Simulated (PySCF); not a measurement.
System: cyclopropane, C3H6, net charge 0, singlet state. SMILES: C1CC1
Geometry: optimised at B3LYP-D3(BJ)/def2-TZVP (Ansatz).

Dispersion corrections to the total energy (kcal/mol) from the dftd3 and dftd4 libraries through PySCF: D3(BJ) without and D4 with the three-body term, each with the damping fitted for the functional named.

```csv
functional,D3(BJ),D4
revPBE,-7.97,-10.06
B3LYP,-4.89,___
HF,-26.63,-10.98
B2PLYP,___,-1.77
TPSS,-3.56,___
PW6B95,-1.20,-2.28
CAM-B3LYP,-1.97,-2.05
```

Q: What belongs in the gaps?

A: 
- B3LYP, D4: -4.11
- B2PLYP, D3(BJ): -2.13
- TPSS, D4: -3.49
